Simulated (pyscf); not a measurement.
PySCF, gas phase, ωB97X-D3(BJ)/def2-SVP geometries.

Task: Estimate the classical barrier height and the reaction energy of H₃C–In(CH₃)–SH + hydrogen (H₂) -> H₃C–InH–CH₃ + H₂S at ωB97M-D3(BJ)/def2-TZVP. The step runs on the singlet surface, breaks In–S, H–H and forms H–In, H–S; take the separated reactants as zero.

Result: ΔE‡ = 28.7 kcal/mol, ΔE = +19.7 kcal/mol. Zero-point energy shifts the barrier by +1.6 kcal/mol. It is a four-centre exchange, with an imaginary mode of 1266i cm⁻¹. On the product side the descent ends in an adduct with a In–S contact, 11.8 kcal/mol under the separated species and 16.1 kcal/mol under the saddle at ωB97X-D3(BJ)/def2-TZVP. What is counted as broken (In–S) persists as a longer contact in the product adduct; parting that adduct is a step of its own. This is the saddle that the search found; another between the same sides may lie lower. Elements past Kr carry the def2 core potentials, without spin-orbit coupling.
